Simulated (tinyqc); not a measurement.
Inside a calculation. Method: extended Hueckel theory, for H3O+. The parameters take no account of the charge, which enters only through the electron count. One step of it, computed by the program tinyqc.

Question. Wolfsberg-Helmholz matrix. H_ij = K' S_ij (H_ii + H_jj)/2 for i != j (the diagonal keeps H_ii), with K' = K + D^2 + D^4 (1 - K), D = (H_ii - H_jj)/(H_ii + H_jj), K = 1.5.

overlap S, lower triangle:
```
           1O 2s     1O 2px     1O 2py     1O 2pz     2H 1s     3H 1s     4H 1s
1O 2s   1.000000
1O 2px  0.000000   1.000000
1O 2py  0.000000   0.000000   1.000000
1O 2pz  0.000000   0.000000   0.000000   1.000000
2H 1s   0.448985   0.357325   0.000000  -0.146412  1.000000
3H 1s   0.448845  -0.178783   0.309310  -0.146349  0.209236  1.000000
4H 1s   0.448845  -0.178783  -0.309310  -0.146349  0.209236  0.209388  1.000000
```

diagonal H_ii (eV): 1O 2s -32.300000, 1O 2px -14.800000, 1O 2py -14.800000, 1O 2pz -14.800000, 2H 1s -13.600000, 3H 1s -13.600000, 4H 1s -13.600000

K = 1.500000

Give: H.

Answer.

H (eV), lower triangle:
```
           1O 2s    1O 2px    1O 2py    1O 2pz     2H 1s     3H 1s     4H 1s
1O 2s   -32.3000
1O 2px    0.0000  -14.8000
1O 2py    0.0000    0.0000  -14.8000
1O 2pz    0.0000    0.0000    0.0000  -14.8000
2H 1s   -17.0247   -7.6201    0.0000    3.1223  -13.6000
3H 1s   -17.0194    3.8126   -6.5961    3.1209   -4.2684  -13.6000
4H 1s   -17.0194    3.8126    6.5961    3.1209   -4.2684   -4.2715  -13.6000
```
